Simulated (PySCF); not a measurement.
Orbital picture of BO

PBE at R = 1.202 Å; basis B x2c-TZVPPall, O x2c-TZVPPall; spin-free X2C with a Gaussian nucleus; PySCF 2.14. State: ²Σ⁺ (doublet), unpaired electrons σ ↑. Only the outer orbitals are listed, counted within each symmetry.

```tsv
spin	orbital	occ.	ε (eV)	on B (%)	main shells (%)
α	3σ	1	-25.07	28	69 O s, 13 B s, 12 B p
α	4σ	1	-10.78	28	57 O p, 26 B s, 15 O s
α	1π	1	-9.19	28	71 O p, 27 B p
α	1π	1	-9.19	28	71 O p, 27 B p
α	5σ	1	-8.30	85	46 B s, 39 B p, 12 O p
α	2π	0	-1.47	81	76 B p, 19 O p
α	2π	0	-1.47	81	76 B p, 19 O p
α	6σ	0	1.46	94	79 B s, 9 B d, 9 O s
β	3σ	1	-25.03	27	70 O s, 12 B p, 12 B s
β	4σ	1	-10.45	19	66 O p, 16 O s, 15 B s
β	1π	1	-9.10	24	76 O p, 21 B p
β	1π	1	-9.10	24	76 O p, 21 B p
β	5σ	0	-5.43	94	61 B s, 32 B p
β	2π	0	-0.31	87	86 B p, 12 O p
β	2π	0	-0.31	87	86 B p, 12 O p
```

Q: Which are the highest filled and the lowest empty level, where do they sit, and how wide is the gap?

A: Highest filled α 5σ at -8.30 eV (in %: 46 B s, 39 B p, 12 O p); lowest empty β 5σ at -5.43 eV (in %: 61 B s, 32 B p); the gap at PBE is 2.87 eV.

The bond order (Mayer) is 2.59 and the ⟨S²⟩ is 0.760. The charge on B (Mulliken, basis-dependent) is 0.08 and the charge on B (Löwdin, basis-dependent) is -0.26. The dipole moment (positive dipole means B(−)O(+)) is -2.13 D. The polarisability along the bond is 19.2 bohr³. The polarisability across the bond is 15.0 bohr³.

The state was picked by a PBE0 search and need not be the measured ground state.
